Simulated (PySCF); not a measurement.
Molecule: `O=C(C=C)Cl`, C3H3ClO.

Molfile (atoms numbered from 1):
```
C3H3ClO
     RDKit          3D

  8  7  0  0  0  0  0  0  0  0999 V2000
   -0.2577    0.5907   -0.4823 C   0  0  0  0  0  0  0  0  0  0  0  0
    0.9245    0.9028    0.0565 C   0  0  0  0  0  0  0  0  0  0  0  0
    2.1482    0.8478   -0.7708 C   0  0  0  0  0  0  0  0  0  0  0  0
    2.2217    0.5709   -1.9225 O   0  0  0  0  0  0  0  0  0  0  0  0
    3.6092    1.2561    0.1719 Cl  0  0  0  0  0  0  0  0  0  0  0  0
   -0.3254    0.2957   -1.5335 H   0  0  0  0  0  0  0  0  0  0  0  0
   -1.1761    0.6211    0.1084 H   0  0  0  0  0  0  0  0  0  0  0  0
    1.0369    1.1996    1.1008 H   0  0  0  0  0  0  0  0  0  0  0  0
  1  2  2  0
  2  3  1  0
  3  4  2  0
  3  5  1  0
  1  6  1  0
  1  7  1  0
  2  8  1  0
M  END
```

Geometry PBE0-D3(BJ)/def2-SVP throughout; GIAO in PySCF, gas phase, one conformer, non-relativistic; equivalent atoms averaged; basis pcSseg-2.

Task: How do the absolute shieldings σ depend on the functional? (ppm; last column core-seconds on 1 thread of an Intel Xeon 6975P-C, shared host; the GGAs took longer than the global hybrids here, which isn't the general rule, and the cause wasn't traced)

Result: 
```
functional           kind    C3    C1    C2      O4    Cl5     H6     H8     H7  core-s
        HF   Hartree–Fock  14.1  42.1  52.8  -217.1  563.6  24.45  25.32  25.34     7.3
       LDA            LDA  -4.6  29.8  27.4  -220.9  366.5  23.91  24.02  24.71      15
       PBE            GGA   0.0  35.9  33.0  -210.3  406.2  24.43  24.55  25.25      20
      BLYP            GGA  -6.1  32.9  28.9  -212.3  389.2  24.70  24.81  25.55      20
      BP86            GGA   0.0  36.0  33.3  -208.6  403.8  24.51  24.64  25.32      21
      OPBE            GGA  12.2  44.6  43.6  -191.7  450.8  24.43  24.53  25.21      22
       KT2            GGA  11.8  48.1  44.8  -179.8  452.9  24.63  24.78  25.45      21
       KT3            GGA  12.3  48.6  45.8  -176.2  463.2  24.80  24.94  25.63      20
     B97-D            GGA   3.6  40.3  38.0  -190.5  422.0  24.72  24.87  25.55      21
     B3LYP  global hybrid  -2.3  33.6  33.1  -221.2  429.2  24.57  24.85  25.42      14
      PBE0  global hybrid   4.5  37.0  38.3  -220.9  455.6  24.34  24.66  25.15      14
  mPW1PW91  global hybrid   3.5  36.4  37.7  -222.4  453.1  24.40  24.72  25.22      14
```

Task: Which nucleus moves most, in ppm?

Result: Cl5 (chlorine bonded to C): from 366.5 ppm with LDA to 563.6 ppm with HF. The smallest spread is 0.89 ppm, at H6. Proton shifts span only some 12 ppm, so a few tenths of a ppm matter as much there as several ppm in carbon.
